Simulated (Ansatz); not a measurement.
AlSi₂⁺, relaxed as a quintet with UKS PBE0-D4/def2-TZVP in Ansatz, starting from the PBE0-D4/def2-TZVP geometry of the charge +1 singlet. Force threshold 0.02 eV/Å.

At PBE0-D4/def2-TZVP a triplet of charge 1 lies 0.56 eV below the quintet, each at its own geometry. The structure comes from a short search, and lower isomers may exist.

Start:

Cartesian coordinates in Å:
```
Al -1.321 0.386 0.157
Si 0.701 -0.495 1.005
Si 0.619 0.109 -1.162
```

Question: Estimate the energy that the relaxation releases and the steps that it takes.

Answer: 34.9 kJ/mol, in 5 steps; 5.5 s on 4 threads of Arm Neoverse V1 on a shared host. No frequencies were taken in this run, so the end may be a saddle point.

Question: Does the start keep its bonding and symmetry?

Answer: By distances, no bond broke or formed. The bond that changes most is Al1–Si3, from 2.36 to 2.62 Å (atoms count from 1). Point group C2v at the start, C2v at the end, both within 0.05 Å.

Question: Predict the relaxed structure.

Answer: 
```xyz
3

Al   -1.486    0.435    0.177
Si    0.786   -0.534    1.048
Si    0.700    0.099   -1.225
```
Bond lengths: 2 × Al–Si 2.62 Å; 1 × Si–Si 2.36 Å.
